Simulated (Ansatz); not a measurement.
# BH2OP: the cost of one run

All numbers are computed with Ansatz 0.2.0 through its Python package. Level of theory: MP2/def2-SVPD.

**1. Starting point**

Bond lengths: B1–O2 1.504 Å, B1–P3 2.018 Å, O2–P3 1.680 Å, B1–H4 1.143 Å, P3–H5 1.481 Å. Angles: B1–O2–P3 78.4°, O2–B1–P3 54.7°, O2–B1–H4 146.5°, P3–B1–H4 134.2°, B1–P3–O2 46.9°, B1–P3–H5 90.5°, O2–P3–H5 94.0°.

No structure file is read: the coordinates are typed or built in the script.

**2. The script**

Input file dimer.py:

```python
"""Interaction energy of two BH2OP molecules, with the counterpoise correction."""

import ansatz as az

FIRST = [
    ("B", (-0.3064, -0.7857, -0.111)),
    ("O", (-0.7585, 0.33, 0.7898)),
    ("P", (0.2211, 1.1529, -0.2997)),
    ("H", (-0.619, -1.6018, -0.8478)),
    ("H", (1.4627, 0.9045, 0.4688)),
]
SECOND = [
    ("B", (-3.8807, -2.6382, 0.8012)),
    ("O", (-4.5208, -3.7421, 1.5965)),
    ("P", (-4.3605, -4.4637, 0.0874)),
    ("H", (-2.9763, -1.9492, 0.6838)),
    ("H", (-5.6532, -3.9433, -0.4145)),
]

def energy(atoms, ghosts=()):
    molecule = az.Crystal.molecule()
    for symbol, xyz in atoms:
        molecule = molecule.atom(symbol, xyz)
    calc = (
        molecule.calculation()
        .basis(gaussian="def2-SVPD")
        .correlation("mp2")
    )
    deck = calc.input()
    if ghosts:
        deck = deck.set(az.key.basis.gaussian.ghost_atoms, [{"symbol": s, "position_ang": list(xyz)} for s, xyz in ghosts])
    return az.Session.from_dict(deck).plan().execute().report["free_energy_ev"]

# ghost atoms carry the functions of the partner
both = energy(FIRST + SECOND)
alone = energy(FIRST) + energy(SECOND)
ghosted = energy(FIRST, SECOND) + energy(SECOND, FIRST)
print(f"dimer {both:.6f} eV")
print(f"interaction, uncorrected   {23.060548 * (both - alone):8.3f} kcal/mol")
print(f"interaction, counterpoise  {23.060548 * (both - ghosted):8.3f} kcal/mol")
print(f"basis-set superposition    {23.060548 * (alone - ghosted):8.3f} kcal/mol")
```

**3. What the engine is handed**

The package turns the script's settings into the engine's input (first run):

```yaml
crystal:
  periodic: [false, false, false]
  atoms:
    - { symbol: B, position_ang: [-0.3064, -0.7857, -0.111] }
    - { symbol: O, position_ang: [-0.7585, 0.33, 0.7898] }
    - { symbol: P, position_ang: [0.2211, 1.1529, -0.2997] }
    - { symbol: H, position_ang: [-0.619, -1.6018, -0.8478] }
    - { symbol: H, position_ang: [1.4627, 0.9045, 0.4688] }
    - { symbol: B, position_ang: [-3.8807, -2.6382, 0.8012] }
    - { symbol: O, position_ang: [-4.5208, -3.7421, 1.5965] }
    - { symbol: P, position_ang: [-4.3605, -4.4637, 0.0874] }
    - { symbol: H, position_ang: [-2.9763, -1.9492, 0.6838] }
    - { symbol: H, position_ang: [-5.6532, -3.9433, -0.4145] }
basis:
  gaussian:
    orbitals: def2-SVPD
correlation:
  method: mp2
```

**4. The run**

The run is started by

```console
$ python dimer.py
```

What time and memory should one allow on 1 thread of Arm Neoverse V2, shared host?

About 14 s, with a peak of 0.43 GiB.
